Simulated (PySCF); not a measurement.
**Computed spin Hamiltonian**

C₃H₆NO (doublet state).
Structure used (GFN2-xTB), in Å, numbered top down from 1:
```
atom  x, y, z in Å
C1    -1.704   -0.029    0.459
C2    -0.283    0.278    0.669
C3     0.726   -0.316   -0.159
N4     2.020    0.032    0.148
O5     0.488   -1.104   -1.069
H6    -2.269    0.879    0.231
H7    -1.804   -0.736   -0.361
H8    -2.150   -0.449    1.364
H9     0.002    0.961    1.455
H10    2.747   -0.295   -0.464
H11    2.231    0.781    0.781
```

The hyperfine couplings belong to this conformer and change with its torsions.

Identity: `C[CH]C(N)=O` [radical].

Method: UKS B3LYP, pcH-1 on C H N O, non-relativistic, mean-field spin-orbit, GIAO in PySCF. Geometry: GFN2-xTB, one conformer, isolated molecule. The geometry wasn't refined by DFT: couplings that depend on bond lengths, twists or pyramidal angles can differ widely from those at the functional's own minimum. Stability of the SCF solution: not tested.

| Item | Value |
| --- | --- |
| g1, g2, g3 | 2.00214, 2.00343, 2.00468 |
| g_iso | 2.00342 |
| Form of g | rhombic: the two nearest values differ by 49 % of g3 − g1 |
| ⟨S²⟩ | 0.7557 (exact 0.7500) |
| α and β electrons | 20, 19 |
| Total energy | -247.90005 Eh |

Isotropic coupling and dipolar principal values T1 to T3, in MHz; ρ(0) is the spin density at the nucleus:

```json
{"atom": "C1", "isotope": "13C", "a_iso": "-29.6", "T1": "-2.9", "T2": "0.7", "T3": "2.2", "Mulliken spin population": "-0.07", "ρ(0) (bohr⁻³)": "-0.0263"}
{"atom": "C2", "isotope": "13C", "a_iso": "73.2", "T1": "-71.3", "T2": "-70.6", "T3": "141.9", "Mulliken spin population": "0.90", "ρ(0) (bohr⁻³)": "0.0651"}
{"atom": "C3", "isotope": "13C", "a_iso": "-37.6", "T1": "-6.5", "T2": "0.9", "T3": "5.7", "Mulliken spin population": "-0.07", "ρ(0) (bohr⁻³)": "-0.0335"}
{"atom": "N4", "isotope": "14N", "a_iso": "1.2", "T1": "-3.2", "T2": "-2.5", "T3": "5.7", "Mulliken spin population": "0.05", "ρ(0) (bohr⁻³)": "0.0037"}
{"atom": "O5", "isotope": "17O", "a_iso": "-10.0", "T1": "-47.0", "T2": "22.9", "T3": "24.0", "Mulliken spin population": "0.15", "ρ(0) (bohr⁻³)": "0.0165"}
{"atom": "H6", "isotope": "1H", "a_iso": "112.8", "T1": "-5.2", "T2": "-3.2", "T3": "8.3", "Mulliken spin population": "0.04", "ρ(0) (bohr⁻³)": "0.0252"}
{"atom": "H7", "isotope": "1H", "a_iso": "2.3", "T1": "-4.1", "T2": "-3.4", "T3": "7.4", "Mulliken spin population": "0.00", "ρ(0) (bohr⁻³)": "0.0005"}
{"atom": "H8", "isotope": "1H", "a_iso": "109.8", "T1": "-5.1", "T2": "-3.2", "T3": "8.3", "Mulliken spin population": "0.04", "ρ(0) (bohr⁻³)": "0.0246"}
{"atom": "H9", "isotope": "1H", "a_iso": "-54.7", "T1": "-33.4", "T2": "-1.5", "T3": "34.9", "Mulliken spin population": "-0.04", "ρ(0) (bohr⁻³)": "-0.0122"}
{"atom": "H10", "isotope": "1H", "a_iso": "-5.8", "T1": "-4.0", "T2": "-2.4", "T3": "6.5", "Mulliken spin population": "0.00", "ρ(0) (bohr⁻³)": "-0.0013"}
{"atom": "H11", "isotope": "1H", "a_iso": "-4.0", "T1": "-4.0", "T2": "-1.1", "T3": "5.1", "Mulliken spin population": "0.00", "ρ(0) (bohr⁻³)": "-0.0009"}
```

The largest Mulliken spin populations are on C2 (+0.90), O5 (+0.15), C3 (-0.07) and C1 (-0.07). The angles at C2 add up to 360.0°, so it is planar; its axial dipolar tensor and the negative coupling of its proton fit spin in a p orbital normal to that plane.

Axes: g2 points within 9° of the C1–C2 bond.

Under fast tumbling the dipolar parts average out, and these isotropic splittings remain: 3 × 1H (H6/H7/H8, I = 1/2, 4 lines) with 2.67 mT, 1 × 1H (H9, I = 1/2, 2 lines) with 1.95 mT, 1 × 1H (H10, I = 1/2, 2 lines) with 0.21 mT, 1 × 1H (H11, I = 1/2, 2 lines) with 0.14 mT and 1 × 14N (N4, I = 1, 3 lines) with 0.04 mT.

Nuclei that the bonding pattern makes equivalent are averaged, as if the motion that swaps them (rotation, inversion, ring flip) were fast. H10 and H11 aren't averaged: N4 is flat or nearly so (angle sum 358°), and its turn about the short N4–C3 bond (1.37 Å) is taken as slow. The three 1H nuclei of mean +75.0 MHz run from 2.3 to 112.8 MHz in the frozen geometry.

The 17O coupling of O5 (-10.0 MHz) shows only in satellite lines or after enrichment, since that isotope makes up about 0.038 % of natural oxygen.

The 13C coupling of C2 (73.2 MHz) shows only in satellite lines or after enrichment, since that isotope makes up about 1.07 % of natural carbon.

The run took 21 s of wall time (grids of density and orbitals included) on Arm Neoverse V1, one thread, on a shared host, and the process peaked at 0.56 GiB of memory.
